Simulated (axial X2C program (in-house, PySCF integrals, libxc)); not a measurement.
## SiH⁻: properties at the nuclei

Calculated with an axial X2C code built on PySCF integrals: two-component X2C with atomic mean-field Coulomb and Gaunt terms, Gaussian nuclei, basis Si dyall-av3z, H dyall-av3z with contracted cores.

R = 1.561 Å (near the PBE0 minimum at charge -1 of the determinant lowest at the starting distance; the state shown can have its own minimum elsewhere).

Input and command:
```json
{"zs": [14, 1], "q": -1, "bas": ["dyall-av3z", "dyall-av3z"], "r0": 1.48, "levels": ["PBE0", "HF", "PBE", "LDA", "PBE50"], "nst": 3}
```
```bash
python soeom.py task.json out
```

Keys: zs atomic numbers; q charge; bas basis sets; r0 starting distance in Å; levels methods; nst determinants followed.

Determinant lowest in the PBE0 search, Ω = 1 (⟨Sz⟩ = 1.00, ⟨Lz⟩ = 0.00 at PBE0), spin on the atoms Si 1.04, H -0.04:

```tsv
level	Eeff magnitude (GV/cm)	Ws magnitude Si (kHz)	A∥/gI Si (MHz)	qzz Si (a.u.)	A∥/gI H (MHz)	qzz H (a.u.)
PBE0	0.0212	0.00824	-101	-0.60	-3.58	0.12
HF	0.0427	0.0164	-80.5	-0.55	-3.85	0.12
PBE	0.0169	0.00666	-102	-0.64	-3.61	0.12
LDA	0.00773	0.00305	-79.1	-0.67	-3.45	0.12
PBE50	0.0256	0.00989	-97.4	-0.56	-3.41	0.12
```

Determinant 0.71 eV from it at PBE0 and this distance, Ω = 0 (closed shell), highest spinor 83% Si p, 13% H p, 4% H d:

```json
{"level": "PBE0", "qzz Si (a.u.)": "-0.73", "qzz H (a.u.)": "0.12"}
{"level": "HF", "qzz Si (a.u.)": "-0.74", "qzz H (a.u.)": "0.12"}
{"level": "PBE", "qzz Si (a.u.)": "-0.76", "qzz H (a.u.)": "0.12"}
{"level": "LDA", "qzz Si (a.u.)": "-0.79", "qzz H (a.u.)": "0.12"}
{"level": "PBE50", "qzz Si (a.u.)": "-0.70", "qzz H (a.u.)": "0.12"}
```

Eeff is the effective electric field on the electron electric dipole moment in this Ω state and Ws the scalar–pseudoscalar constant of the nucleus named (defined with the proton number Z and per Ω); A∥ (defined per Ω) follows by multiplying with gI = μI/(I μN); qzz is the electric field gradient, eQq0 = 234.96 MHz × Q/barn × qzz. The operators were transformed with the bare-nucleus X2C matrices; with these basis sets, hyperfine constants and field gradients can be off by tens of per cent, and where levels differ in sign neither size nor sign is settled.

(1) With gI(29Si) = -1.1106, gI(1H) = 5.5857 (g factors from the IAEA table of nuclear moments by Stone), turn the PBE0 values of the first state into constants in MHz.

Each state is one determinant with collinear spin, which with several unpaired electrons need not be a pure state. Unrestricted Hartree–Fock can overshoot spin polarisation at the nuclei. For an anion, determinants above electron detachment, or with a positive highest level, are held by the basis set. A closed determinant beside an open π² or δ² triplet, such as (π1/2)², mixes with its partner pair into the 0⁺ component of the triplet and ¹Σ⁺, so its energy is not that of a level, and 0⁺ can lie lowest. With several open shells hyperfine constants can be off by a factor of several. Where Eeff spreads by more than a factor of two the levels disagree and none is to be relied on. Open-shell Ω = 0 determinants with evenly filled partner blocks cannot be reached by this program, so the Ω shown need not be the lowest component. The search compared states at one distance, so a state with another bond length can lie lower. Further determinants of the search, some of them spin-mixed, are not shown. PBE0 term energies can be off by some tenths of an eV.

Answers

(1) A∥(29Si) = -101 × -1.1106 = 112 MHz; A∥(1H) = -3.58 × 5.5857 = -20 MHz.
